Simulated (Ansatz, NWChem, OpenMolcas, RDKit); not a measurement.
How methods differ on NaLi (lithium sodium)

The species is NaLi (2 atoms), meant as a singlet with charge 0. SMILES: `[Li][Na]`. Geometry: the measured bond length.

```jsonl
{"atom": "Li", "x (Å)": "0.0000", "y (Å)": "0.0000", "z (Å)": "0.0000"}
{"atom": "Na", "x (Å)": "0.0000", "y (Å)": "0.0000", "z (Å)": "2.8100"}
```

Each level gives the HOMO–LUMO gap (eV). The values are calculated.

```json
{"level": "extended Hückel", "kind": "semi-empirical", "program": "RDKit", "value (eV)": "2.43", "CPU time": "under 2 s"}
{"level": "HF/cc-pVTZ", "kind": "Hartree–Fock", "program": "OpenMolcas", "value (eV)": "4.89", "CPU time": "1.8 s"}
{"level": "SVWN5/cc-pVTZ", "kind": "LDA", "program": "Ansatz", "value (eV)": "1.40", "CPU time": "1.9 s"}
{"level": "PBE/cc-pVTZ", "kind": "GGA", "program": "Ansatz", "value (eV)": "1.41", "CPU time": "1.4 s"}
{"level": "TPSS/cc-pVTZ", "kind": "meta-GGA", "program": "OpenMolcas", "value (eV)": "1.54", "CPU time": "8.9 s"}
{"level": "M06-2X/cc-pVTZ", "kind": "hybrid meta-GGA", "program": "OpenMolcas", "value (eV)": "3.29", "CPU time": "7.5 s"}
{"level": "wB97M-V/cc-pVTZ", "kind": "range-separated hybrid", "program": "Ansatz", "value (eV)": "4.68", "CPU time": "30 s"}
{"level": "B2PLYP/cc-pVTZ", "kind": "double hybrid", "program": "NWChem", "value (eV)": "3.36", "CPU time": "13 s"}
```

The values span 1.40 to 4.89 eV. Orbital gaps aren't excitation energies, and those of double hybrids come from the SCF part alone; they tend to grow with the share of exact exchange. Times are those of the runs behind each value, whatever else they computed, on shared processors of several kinds: orders of magnitude only.
